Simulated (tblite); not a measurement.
Compound: C4H7FN (doublet state).
Cartesian coordinates in Å at the GFN2-xTB level; atoms count from 1:
```xyz
13
C4H7FN angstrom
C      1.9311    0.6239   -0.5599
N      1.3355    0.0437    0.3758
C      0.3006   -0.8970    0.0984
C     -1.0507   -0.3699    0.6766
C     -1.5939    0.7574   -0.0862
F     -2.2487    0.4772   -1.2313
H      2.6995    1.3417   -0.3148
H      1.7332    0.4475   -1.6238
H      0.1816   -1.1078   -0.9769
H      0.5488   -1.8209    0.6270
H     -0.8698   -0.0586    1.7052
H     -1.7599   -1.1994    0.6563
H     -1.2116    1.7626   -0.0573
```

All values are computed: GFN2-xTB (tblite) harmonic vibrations without scaling, gas phase. This tight-binding method is rough: wavenumbers can miss measured ones by several per cent, in bad cases by 10 to 20. One conformer, not necessarily the lowest. Open shells enter through the occupations alone, without spin polarisation, and single modes of such species can be off by tens of per cent.

Harmonic wavenumbers (cm⁻¹): 45.0, 76.8, 107.4, 241.4, 351.4, 427.4, 451.0, 503.6, 688.8, 861.1, 906.3, 978.8, 995.1, 1004.8, 1070.8, 1120.0, 1156.7, 1210.8, 1215.6, 1265.5, 1285.4, 1322.7, 1419.0, 1430.2, 1453.8, 1740.8, 2843.0, 2868.3, 2956.1, 2979.6, 3005.4, 3080.5, 3115.9.

A = 6656, B = 2074, C = 1805 MHz; mass 88.056 u (most abundant isotopes); point group C1, symmetry number 1; spin multiplicity 2.

Question: What is the zero-point energy?

Answer: ½Σν̃ = 22090 cm⁻¹ = 63.16 kcal/mol.

Question: Give the ideal-gas entropy at 200 K and 1 bar in the rigid-rotor, harmonic-oscillator model (classical rotation).

Answer: Translation 37.38, rotation 25.77, vibration 12.89, spin (R ln 2) 1.38: S = 77.4 cal/(mol K).

Question: And Cp and H(200 K) − H(0)?

Answer: Cp = 20.19 cal/(mol K), of which vibrations give 12.24 (their classical limit is 33 R = 65.6); H(200 K) − H(0) = 2.91 kcal/mol without the zero-point energy, 1.32 from vibrations.

Question: Blend soft modes into free rotors: weight 1/[1 + (100 cm⁻¹/ν̃)⁴] for the oscillator and the rest for a rotor with moment μB/(μ + B), μ = h/(8π²ν), B = 10⁻⁴⁴ kg m². What vibrational entropy results?

Answer: 11.54 cal/(mol K) in place of 12.89, which changes −T·S at 200 K by +0.27 kcal/mol.

Question: How do the functions run with temperature in this model?

Answer: 
| T (K) | S (cal/(mol K)) | Cp (cal/(mol K)) | H − H(0) (kcal/mol) | G − H(0) (kcal/mol) | ln q(vib) |
| --- | --- | --- | --- | --- | --- |
| 100 | 65.5 | 14.8 | 1.16 | -5.39 | 1.43 |
| 300 | 86.7 | 26.3 | 5.23 | -20.79 | 4.78 |
| 500 | 103.1 | 38.3 | 11.74 | -39.81 | 7.93 |
| 800 | 124.0 | 50.3 | 25.19 | -73.98 | 12.52 |
| 1000 | 135.8 | 55.4 | 35.79 | -99.98 | 15.40 |

q(vib) and H(0) count from the zero-point level.

Hindered rotation and anharmonicity are outside this model. Other conformers, if any are populated, would add a mixing term that is left out. The structure is chiral; the term R ln 2 for an equal mix with its mirror image is left out.
